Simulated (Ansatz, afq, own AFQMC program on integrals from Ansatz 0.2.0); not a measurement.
SiH, doublet in cc-pVTZ along one coordinate

```yaml
atoms:
  - { symbol: Si, position_ang: [0.0000, 0.0000, 0.0000] }
  - { symbol: H, position_ang: [0.0000, 0.0000, 1.5317] }
```

The Si1–H2 distance is changed with both sides rigid. Energies in kJ/mol count from this geometry (1.532 Å) at the same level; the start stands on UHF, each point on the determinant named.

Basis cc-pVTZ. Noble-gas cores (and the filled d shells of Ga–Kr and In–Xe) are frozen. Ansatz 0.2.0 and our own AFQMC program on the same integrals; the CISD trial comes from CCSD amplitudes, and released means the phaseless constraint is let go. ± is one standard error of the sampling.

Cautions, each for one point or more: a spin-contaminated unrestricted determinant lies lower; an unrestricted solution with more broken spin lies lower; strong correlation; the determinant is a saddle point among determinants of its kind; the next higher spin lies close; unrestricted determinant spin contaminated.

```
r(Si1–H2) / Å  det.     T1  weight  ⟨S²⟩  CCSD(T)  ph-AFQMC/CISD    FCI  CCSDT(Q)   B3LYP  wB97M-V
        1.221   UHF  0.019    0.92  0.77    111.0    111.1 ± 0.2  111.2     111.2   111.5    108.9
        1.848   UHF  0.021    0.91  0.77     46.5     46.0 ± 0.3   46.0      46.0    44.5     48.3
        2.487  ROHF  0.051    0.85  pure    195.5    196.8 ± 0.4  193.4     193.4   199.2   212.2§
        3.387   UHF  0.020    0.92  1.73    290.3    284.6 ± 0.3  285.1     285.6  293.1§   300.6§
        5.130  UHF¶  0.011    0.93  1.76    298.1    298.0 ± 0.2      –     298.3  311.2§   310.0§
```

Weight is that of the determinant in the CISD state; at the start T1 is 0.019 and the weight 0.92, and ⟨S²⟩ is 0.77. ¶ marks points with a poor determinant and no full CI, where no value is sure; they don't count among the departures. A dash marks a missing value, a released energy that hasn't settled or a functional that sits on another state. § marks a functional whose ⟨S²⟩ is too high by over 0.1. Largest departures from full CI where it is shown: CCSD(T) 5.2 kJ/mol at 3.387 (on UHF), ph-AFQMC/CISD 3.5 kJ/mol at 2.487 (on ROHF), CCSDT(Q) 0.5 kJ/mol at 3.387 (on UHF), B3LYP 5.9 kJ/mol at 2.487, wB97M-V -2.3 kJ/mol at 1.221. Functionals count only at points shown to share the start's state and spin.

Some points may be missing: those where a free walk finds a much lower state, and past Zn most of those on another determinant than at the start.

CCSDT and higher add their correlation energy to the determinant of the CCSD(T) run, since their own runs factorise the integrals more tightly (a shift of under 2 meV). A walk keeps the symmetry of its determinant, which the program's search chose and which needn't be the lowest solution, so a lower state of the same spin and another symmetry isn't excluded.
